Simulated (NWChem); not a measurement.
Molecule: diphosphorus (P₂); SMILES P#P

```xyz
2

P      0.0000     0.0000     0.9521
P      0.0000     0.0000    -0.9521
```
Atoms are numbered in this order, from 1.

Coordinates come from a B3LYP/6-31G* (spherical d) optimisation.

Give the principal values of the shielding tensors (ppm) of P1 from BHandHLYP/pcSseg-1, GIAO (NWChem), with their diamagnetic and paramagnetic parts as GIAO splits them.


```json
[
 {"atom": "P1", "σ11": "-1120.4", "σ22": "-1120.4", "σ33": "969.2", "isotropic": "-423.8", "diamagnetic": "968.3", "paramagnetic": "-1392.1"}
]
```
